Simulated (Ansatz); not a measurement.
Geometry optimisation, Ansatz, RKS revPBE-D4/def2-SVP.

The input (input.yaml):

```yaml
crystal:
  periodic: [false, false, false]
  atoms:
    - { symbol: Si, position_ang: [0.0, 0.0, 0.0] }
    - { symbol: H, position_ang: [0.9994, 0.0, 1.3254] }
    - { symbol: H, position_ang: [1.5827, 0.0, 0.5009] }
    - { symbol: H, position_ang: [-0.6877, 1.1914, -0.4862] }
    - { symbol: H, position_ang: [-0.6877, -1.1914, -0.4862] }
basis:
  gaussian: { orbitals: def2-SVP }
hamiltonian:
  xc: revpbe
  dispersion: d4
relax:
  f_tol: 0.15
  max_steps: 25
  restrain:
    - { distance: [1, 2], at: 0.66, k: 30.0 }
    - { distance: [0, 1], at: 2.66, k: 30.0 }
    - { distance: [0, 2], at: 2.66, k: 30.0 }
```

Run as:

```bash
$ ansatz run input.yaml --threads 1 --pin off --max-ram 2048MiB --backend cpu --events-out ev --progress --plain --runs-dir out
```

Q: Where does it end, and by what steps?

A: The run converged. The restraints hold the end off the free minimum; the threshold counts their pulls, which the force column leaves out. Restrained pairs: H2–H3 (1.01 → 0.72 Å), Si1–H2 (1.66 → 2.66 Å), Si1–H3 (1.66 → 2.66 Å). After 10 steps the energy has fallen by 0.784 eV (the restraints' own energy left out); Si1 moved furthest, 1.02 Å.

| step | energy less start (eV) | largest force component (eV/Å) | accepted |
| --- | --- | --- | --- |
| 0 | 0.0000 | 2.826 | yes |
| 1 | 1.0324 | 3.933 | yes |
| 2 | 1.6761 | 3.169 | yes |
| 3 | 1.4057 | 4.827 | yes |
| 4 | 0.4012 | 3.546 | yes |
| 5 | -0.4196 | 1.665 | yes |
| 6 | -0.5457 | 3.660 | yes |
| 7 | -0.7151 | 1.037 | yes |
| 8 | -0.7559 | 1.566 | yes |
| 9 | -0.7756 | 1.685 | yes |
| 10 | -0.7845 | 1.601 | yes |

```xyz
5
Properties=species:S:1:pos:R:3
Si -0.093 0.000 -1.017
H 1.146 0.000 1.332
H 1.733 0.000 0.910
H -0.789 1.110 -0.186
H -0.789 -1.110 -0.186
```

The run took 6.8 s on 1 thread of Intel(R) Xeon(R) Platinum 8259CL CPU @ 2.50GHz (Skylake/Cascade Lake), on a shared host, peak memory 0.1 GiB.
